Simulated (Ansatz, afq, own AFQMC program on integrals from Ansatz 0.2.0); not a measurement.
Where AFQMC and coupled cluster stand for NH3⁺, doublet

```
atom    x (Å)    y (Å)    z (Å)
   N   0.0000   0.0000   0.0000
   H   2.4290   0.0326  -0.0002
   H  -1.2427   2.0872  -0.0066
   H  -1.1862  -2.1199   0.0067
```

Basis 6-31G. Only valence electrons are correlated. AFQMC by an in-house program on the Cholesky factors that Ansatz 0.2.0 writes for its CCSD(T) run. ph-AFQMC/CISD is guided by a CISD state made of CCSD amplitudes; releasing the constraint for a short imaginary time cuts its bias at the price of noise, slowly where states lie close. Uncertainties: one standard error, sampling alone.

Determinant: UHF, the one that the program's search chose, which needn't be the lowest solution. The geometry is a point of a scan.

Full CI on the same integrals is exact in this basis and with this determinant's frozen core.

Cautions: the search met a lower determinant of the same kind, perhaps of another symmetry (200 meV lower), and this one is a saddle point; strong correlation (T1 0.090, weight of the determinant 0.70, largest double 0.19); (T) is large, 12 % of the CCSD correlation; unrestricted determinant spin contaminated (⟨S²⟩ 2.63 against 0.75); CCSD(T) is in doubt: in a space of 7 electrons in 8 natural orbitals full CI lies 169 meV below it; the CCSDT(Q) amplitudes may be one of several solutions (largest double 0.31); the CCSDTQ amplitudes may be one of several solutions (largest double 0.32); the released energies are still falling, so no released level is given (meV from the phaseless value at times in 1/Eh: -18 ± 7 at 0.24, -28 ± 11 at 0.51, -68 ± 7 at 0.99, -86 ± 10 at 1.62, -109 ± 15 at 2.40).

- T1 diagnostic: 0.0899
- weight of the determinant in the CISD state: 0.704
- ⟨S²⟩ of the determinant: 2.629
- size of the correlated space: 7 electrons in 14 orbitals

Reference: full CI, correlation energy -2.161 eV. The cautions show a poor starting determinant, so the rows tell how each method copes with it here, and full CI is the sure value.

```tsv
level	E − E(reference) (mEh)	share of correlation (%)
HF	79.42	0.00
MP2	44.26	44.27
CCSD	16.06	79.78
CCSD(T)	8.22	89.65
CCSDT	1.66	97.91
CCSDT(Q)	-0.66	100.83
CCSDTQ	0.37	99.54
ph-AFQMC/CISD	6.55 ± 0.19	91.75
```

CCSDT and higher add their correlation energy to the determinant of the CCSD(T) run, since their own runs factorise the integrals more tightly (a shift of under 2 meV). A walk keeps the symmetry of its determinant, which the program's search chose and which needn't be the lowest solution, so a lower state of the same spin and another symmetry isn't excluded.
